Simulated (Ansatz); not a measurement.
# BH3O2: how energies converge with the basis set

An exercise on one series of results from a longer session: the logs are not shown, and one member is left open.

The runs use Ansatz 0.2.0, Gaussian basis; one geometry, several basis sets.

Plan: PBE0-D4/def2-SVP; ωB97M-V/def2-SVP; PBE0-D4/def2-QZVPP; ωB97M-V/def2-QZVPP; CCSD(T)/cc-pV(D+d)Z; CCSD(T)/cc-pV(T+d)Z; CCSD(T)/cc-pV(Q+d)Z; the functionals' def2-TZVPP values are taken from earlier runs.

## Structure used throughout

An earlier PBE0-D4 in a triple-zeta def2 set relaxation fixed the geometry.

SMILES `OBO`, 6 atoms, charge 0, spin multiplicity 1.

Atoms are counted from 1 here; the program's logs count them from 0.

Bond lengths: O1–B2 1.356 Å, O1–H4 0.958 Å, B2–O3 1.356 Å, B2–H5 1.205 Å, O3–H6 0.958 Å. Angles: B2–O1–H4 112.7°, O1–B2–O3 116.8°, O1–B2–H5 121.6°, O3–B2–H5 121.6°, B2–O3–H6 112.7°.

The first run:

in.yaml

```yaml
crystal:
  periodic: [false, false, false]
  atoms:
    - {symbol: O, position_ang: [-1.176211, -0.524494, -0.251839]}
    - {symbol: B, position_ang: [0.049477, 0.028108, -0.072891]}
    - {symbol: O, position_ang: [0.580607, -0.053848, 1.172455]}
    - {symbol: H, position_ang: [-1.494726, -0.433523, -1.150617]}
    - {symbol: H, position_ang: [0.637775, 0.565587, -0.976143]}
    - {symbol: H, position_ang: [1.445180, 0.354069, 1.232835]}
basis:
  gaussian: {orbitals: def2-SVP}
hamiltonian: {xc: pbe0, dispersion: d4}
output: {orbitals: {seedname: orbitals}}
```

The run is started by

```sh
$ ansatz run in.yaml --threads 2 --pin off --events-out ev --progress --plain --max-ram 32768MiB --backend cpu
```

Among the steps run: PBE0-D4 in def2-SVP; ωB97M-V in def2-SVP; PBE0-D4 in def2-QZVPP; ωB97M-V in def2-QZVPP.

One table of the session follows, with a row left open; its other results are not shown here.

It belongs to the step «Functionals by basis». 

| functional | basis | HOMO (eV) | LUMO (eV) |
| --- | --- | --- | --- |
| PBE0-D4 | def2-SVP | -8.94 | 1.35 |
| PBE0-D4 | def2-TZVPP | -9.14 | 0.90 |
| PBE0-D4 | def2-QZVPP | -9.19 | 0.71 |
| ωB97M-V | def2-SVP | -11.32 | 3.47 |
| ωB97M-V | def2-TZVPP | -11.55 | 2.20 |
| ωB97M-V | def2-QZVPP | ? | ? |

**Question.** Estimate the row for ωB97M-V, def2-QZVPP.

As computed: HOMO (eV): -11.60; LUMO (eV): 1.72. In the column «HOMO (eV)» it is the lowest.
